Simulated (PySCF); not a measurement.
nitrosyl, NO (charge +1), SMILES N#[O+], point group C∞v.

Level: B3LYP/pcSseg-2 in PySCF (density fitting, grid level 2); geometry and Hessian at that level, cubic constants and property derivatives from steps of ±0.6 along each species' dimensionless normal coordinates, second-order vibrational perturbation theory. The parent has the commonest isotopes.

Equilibrium geometry (Å):

| atom | x | y | z |
| --- | --- | --- | --- |
| N1 | 0.5333 | -0.0111 | -0.0120 |
| O2 | -0.5223 | 0.0162 | -0.0446 |

Q: How much do zero-point and thermal motion change the parent's shieldings?

A: 
```json
{"atom": "N1", "σe (ppm)": "-161.08", "anharmonic part, 0 K": "-3.77", "harmonic part, 0 K": "-1.15", "Δσ at 0 K": "-4.92", "Δσ at 300 K": "-5.23", "Δσ at 700 K": "-5.70"}
{"atom": "O2", "σe (ppm)": "-191.51", "anharmonic part, 0 K": "-5.16", "harmonic part, 0 K": "-2.02", "Δσ at 0 K": "-7.18", "Δσ at 300 K": "-7.60", "Δσ at 700 K": "-8.26"}
```

Q: And the bond lengths, in the parent and with ¹⁸O at 2?

A: 
| bond | re (Å) | ⟨r⟩ at 0 K | between mean positions | ⟨r⟩, labelled |
| --- | --- | --- | --- | --- |
| N1–O2 | 1.0565 | 1.0600 | 1.0600 | 1.0599 |

The study (26 SCF points, 72 basis functions) took 43 s on 1 thread of Intel Xeon @ 2.60GHz, on a host shared with other jobs (rough), peak memory 0.36 GiB, launched as `OMP_NUM_THREADS=1 python ens_run.py task.json out`.
